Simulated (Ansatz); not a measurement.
Take InAs in the zinc blende structure (space group F-43m, No. 216) as the base.

```
InAs
1.0
    0.00000     3.09316     3.09316
    3.09316     0.00000     3.09316
    3.09316     3.09316     0.00000
As In
1 1
Direct
  0.75000   0.75000   0.75000
  0.00000   0.00000   0.00000
```

All numbers come from PBE (Ansatz, a first-principles code; PAW; 420 eV plane waves; no spin-orbit coupling).

It is then changed as follows: full substitution As → P, then cell and atoms are relaxed.

Measured lattice parameter a: InAs 6.047 Å (static lattice; corrected from measurement; as listed in Daniel Mejia-Rodriguez, S. B. Trickey, Phys. Rev. B (2018)); InP 5.858 Å (static lattice; corrected from measurement; as listed in Daniel Mejia-Rodriguez, S. B. Trickey, Phys. Rev. B (2018)).

How well does PBE reproduce the measured shift?

With PBE the lattice parameter a moves by -0.227 Å (6.186 → 5.960) against -0.189 Å measured.

No phonon test of stability was made. The final runs are not spin-polarised.
